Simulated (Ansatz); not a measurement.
# C₂HSi (quartet): the correlation ladder, cc-pVDZ

The task here is to estimate one member of a computed series from the others.

Program: Ansatz 0.2.0, Gaussian basis. Level of theory: cc-pVDZ, core rule «outside noble gas», up to 7 orbitals frozen. These are calculated values, not measurements.

To be run: UHF; CCSD(T) on ROHF; CCSD(T) on UHF; BCCD(T) on ROHF; CISD as a restricted active space (open shells left free, so some higher excitations enter); CCSDT(Q) on ROHF; CCSDT(Q) on UHF.

17 further runs of the same task are left out: 6 that didn't finish, 11 set aside as unsound or not needed. Runs told in other sessions of the task aren't counted.

## The geometry

The geometry is a PBE0/def2-TZVP stationary point (not a proven minimum) of the parent state, kept for this charge and spin.

4 atoms, charge 0, spin multiplicity 4.

Atoms are counted from 1 here; the program's logs count them from 0.

Bond lengths: C1–Si2 1.809 Å, Si2–C3 1.662 Å, C3–H4 1.076 Å. Angles: C1–Si2–C3 147.7°, Si2–C3–H4 159.6°.

Geometry (Å):

```xyz
4

C    -0.01246   -0.27712    1.75580
Si   -0.00445    0.22721    0.01818
C     0.03903   -0.23306   -1.57771
H    -0.19265   -0.25172   -2.62877
```

The first run:

Contents of in.yaml:

```yaml
crystal:
  periodic: [false, false, false]
  atoms:
    - {symbol: C, position_ang: [-0.012455, -0.277117, 1.755797]}
    - {symbol: Si, position_ang: [-0.004451, 0.227208, 0.018184]}
    - {symbol: C, position_ang: [0.039031, -0.233056, -1.577710]}
    - {symbol: H, position_ang: [-0.192654, -0.251725, -2.628772]}
basis:
  gaussian: {orbitals: cc-pVDZ}
magnetization: {spin_polarized: true, initial_magnetization: 3}
hamiltonian: {xc: hf}
output: {orbitals: {seedname: orbitals}}
```

Started as:

```bash
$ ansatz run in.yaml --threads 1 --pin off --events-out ev --progress --plain --max-ram 2393MiB
```

Among the steps run: UHF; CCSD(T) on ROHF; CCSD(T) on UHF; BCCD(T) on ROHF; CISD as a restricted active space (open shells left free, so some higher excitations enter); CCSDT(Q) on ROHF; CCSDT(Q) on UHF.

One table of the session follows, with a row left open; its other results are not shown here.

| method | from RCCSDT(Q) (kcal/mol) |
| --- | --- |
| ROHF | +226.56 |
| UHF | +189.64 |
| RMP2 | +48.14 |
| UMP2 | +51.58 |
| CISD | +44.51 |
| RCCSD | +16.67 |
| UCCSD | +13.77 |
| RCCSD(T) | +3.44 |
| UCCSD(T) | ? |
| BCCD(T) | +3.95 |
| RCCSDT | +2.21 |
| UCCSDT | +1.83 |
| RCCSDT(Q) | 0 |
| UCCSDT(Q) | +0.61 |

Estimate the missing values for UCCSD(T).

As computed: from RCCSDT(Q) (kcal/mol): +4.90. In the column «from RCCSDT(Q) (kcal/mol)» it lies between BCCD(T) (+3.95) and UCCSD (+13.77).

Caveats from the session: The determinant of HF (⟨S²⟩ 4.75) is far from a pure spin state, so its energy mixes those of several spin states; that is harmless only where they are near-degenerate. The determinant of CCSD(T) (⟨S²⟩ 4.75) is far from a pure spin state, so its energy mixes those of several spin states; high orders of coupled cluster remove much of that, low ones don't. The determinant of CCSDT(Q) (⟨S²⟩ 4.75) is far from a pure spin state, so its energy mixes those of several spin states; high orders of coupled cluster remove much of that, low ones don't. Warnings: spin contamination; large T1 diagnostic. Restricted and unrestricted rows rest on different reference determinants; a gap between their highest levels can come from leftover correlation error, from unlike frozen cores or from another state.
